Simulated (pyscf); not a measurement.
**Four-centre exchange: O=Cr(=O)(Cl)–Cl + hydrogen (H₂) -> O=CrH(=O)–Cl + hydrogen chloride (HCl)**

Gas phase, singlet surface, charge 0. Bonds broken: Cr2–Cl4, H6–H7. Bonds formed: Cr2–H6, Cl4–H7. PySCF, gas phase, ωB97X-D3(BJ)/def2-SVP geometries.

Transition state (Å):

```xyz
7

O      1.2137    -0.3752     0.6577
Cr    -0.0361     0.0552    -0.0971
O     -0.3456     1.5153     0.2019
Cl    -1.7245    -1.5242    -0.8460
Cl     0.5493     0.0381    -2.1845
H     -0.9675    -0.3896     1.2330
H     -1.4401    -0.9424     0.5912
```

One imaginary mode, 697i cm⁻¹; descent along it reached the two sides named.

```csv
bond,change,reactant side (Å),saddle,product side
Cr2–Cl4,breaks,2.114,2.430,3.2
H6–H7,breaks,0.760,0.970,3.1
Cr2–H6,forms,3.6,1.684,1.533
Cl4–H7,forms,3.1,1.576,1.286
```

Electronic energies relative to the separated reactants (kcal/mol):

| level | barrier | reaction energy | reverse barrier |
|---|---|---|---|
| ωB97X-D3(BJ)/def2-TZVP | 33.7 | +18.4 | 15.3 |
| PBE/def2-TZVP | 29.6 | +22.2 | 7.4 |
| r²SCAN/def2-TZVP | 31.8 | +23.7 | 8.1 |
| B3LYP-D3(BJ)/def2-TZVP | 33.8 | +20.0 | 13.8 |
| PBE0-D3(BJ)/def2-TZVP | 30.5 | +18.5 | 12.0 |
| M06-2X/def2-TZVP | 36.3 | +15.0 | 21.2 |
| ωB97M-D3(BJ)/def2-TZVP | 33.1 | +13.6 | 19.4 |
| HF/def2-TZVP | 50.5 | +2.8 | 47.7 |

With ωB97M-D3(BJ)/def2-TZVP energies and thermal terms (ideal gas, 1 atm, RRHO with modes under 100 cm⁻¹ raised to 100, one conformer, R ln 2 for chiral ones without a mode under 150 cm⁻¹), in kcal/mol:

```tsv
T (K)	ΔH‡	ΔG‡	ΔH	ΔG
298	33.6	41.7	+14.5	+12.0
600	32.6	50.4	+13.8	+9.8
900	32.5	59.4	+13.3	+7.9
1200	32.6	68.3	+13.1	+6.1
```

O=CrH(=O)–Cl lies 48.9 kcal/mol over its isomer O=Cr(OH)–Cl [triplet] (electronic energy, ωB97M-D3(BJ)/def2-TZVP). This is the saddle that the search found; another between the same sides may lie lower.
